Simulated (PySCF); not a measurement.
CH₃S, SMILES C[S], multiplicity 2.

Geometry optimised at r2SCAN-D4/def2-TZVP. The isomer is the one that the SMILES or the coordinates give; other isomers of the formula were not compared.

All values below come from r2SCAN/def2-TZVPD run with PySCF.

Computed frontier levels, dipole moment and polarisability:
```
Property                                                                                                        Result
---------------------------------------------------------------------------------------------  -----------------------
α spin, highest occupied and lowest empty level                                                      -5.97 and 0.06 eV
β spin, highest occupied and lowest empty level                                                     -5.62 and -4.53 eV
dipole moment                                                                                                   1.77 D
quadrupole, principal values (traceless, Buckingham form, about the centre of nuclear charge)    -2.42, 0.88, 1.54 D·Å
mean static polarisability                                                                        35.4 bohr³ (5.25 Å³)
polarisability, principal values                                                                29.7, 33.5, 43.1 bohr³
⟨S²⟩                                                                                           0.758 (pure state 0.75)
```
